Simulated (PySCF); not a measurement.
Compound: C₄H₂FN.
Geometry (GFN2-xTB, Å), atoms numbered from 1 in this order:
```
atom  x, y, z in Å
N1     2.9331    0.0718   -0.2716
C2     1.7942    0.1419   -0.1463
C3     0.4247    0.1967    0.0094
C4    -0.7089    0.8602    0.1158
C5    -0.8299   -0.6098    0.1336
F6    -1.3069   -1.2432   -0.9866
H7    -1.2204    1.7911    0.1123
H8    -1.0768   -1.1992    1.0089
```

Theory: TDDFT wB97X-D/def2-SVPD, vertical, gas phase, core orbitals frozen in the response (PySCF).

Frontier orbitals with the atoms that hold most of them (Löwdin shares over 4%, at most four atoms; ? is withheld):

```tsv
orbital	ε (eV)	atoms
LUMO+2	2.21	C4 32%, C2 16%, C5 16%, H7 12%
LUMO+1	1.71	N1 34%, C2 30%, C3 12%, C5 9%
LUMO	?	C4 32%, C3 25%, N1 19%, C2 15%
HOMO	-10.81	?
HOMO-1	-11.10	?
HOMO-2	-12.19	F6 23%, C4 20%, N1 19%, C2 14%
HOMO-3	-13.10	N1 77%, C2 16%
```

Give the leading atoms of the HOMO.

C4 (bonded to 2 C and H) 23%; C3 (bonded to 3 C) 22%; N1 (bonded to C) 20%; C2 (bonded to C and N) 13%. By element: carbon 58% or more, nitrogen 20%.

Which atoms hold the HOMO-1, and with what shares?

C5 (bonded to 2 C, F and H) 20%; F6 (bonded to C) 19%; N1 (bonded to C) 17%; C3 (bonded to 3 C) 16%. By element: carbon 36% or more, fluorine 19%, nitrogen 17%.

What is the LUMO energy, and the HOMO–LUMO gap?

ε(LUMO) = -0.57 eV; the gap is 10.24 eV (0.3764 hartree).

The HOMO–LUMO gap is 10.24 eV. Where does the response calculation put the lowest singlet, and from which orbitals?

S1 is at 5.18 eV (f = 0.0040), 5.06 eV below the gap, made of HOMO-1→LUMO (71%), HOMO→LUMO (26%). Its leading pair isn't HOMO and LUMO; the energies of that pair differ by 10.53 eV. Without the coupling terms of the response equations the lowest excitation would equal the gap.

One configuration dominates each of S1, S3 and S4. Which, and how do the shares of the two leading atoms of either orbital change from the occupied to the empty one?

- S1 (5.18 eV, f 0.0040), HOMO-1→LUMO (71%): C5 20% → at most 11%, F6 19% → at most 11%, C4 at most 17% → 32%, C3 16% → 25%
- S3 (6.36 eV, f 0.036), HOMO-2→LUMO (80%): F6 23% → at most 11%, C4 20% → 32%, C3 at most 14% → 25%
- S4 (7.17 eV, f 0.0086), HOMO→LUMO+1 (75%): C4 23% → at most 10%, C3 22% → 12%, N1 20% → 34%, C2 13% → 30%

Löwdin shares depend on the basis, the more so with diffuse functions.
